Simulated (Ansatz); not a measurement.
Basis-set extrapolation for C3H3FO (PBE0-D4/def2-TZVP geometry, frozen core, the Gaussian-basis code of Ansatz). Multiplicity 1, RHF reference.

```csv
,def2-TZVPP,def2-QZVPP
HF,-289.646945,-289.659914
MP2 correlation,-0.928829,-1.001640
CCSD(T) correlation,-0.995434,not run
```

Energies in hartree. Use E(X) = E(∞) + A·exp(−7.88·√X) for Hartree–Fock and E(X) = E(∞) + B·X^(−2.97) for correlation, with X = 3 and 4, and add CCSD(T) minus MP2 of the smaller set to the MP2 limit.

Q: What is the CCSD(T) energy at the basis-set limit?

A: HF limit: -289.659914 + (-0.012969) × 0.13774 = -289.66170. MP2 limit: -1.001640 + (-0.072811) × 0.74074 = -1.05557. Higher-order term: -0.995434 − (-0.928829) = -0.06661. Total: -290.78388 hartree, 371.5 kJ/mol below CCSD(T)/def2-TZVPP.
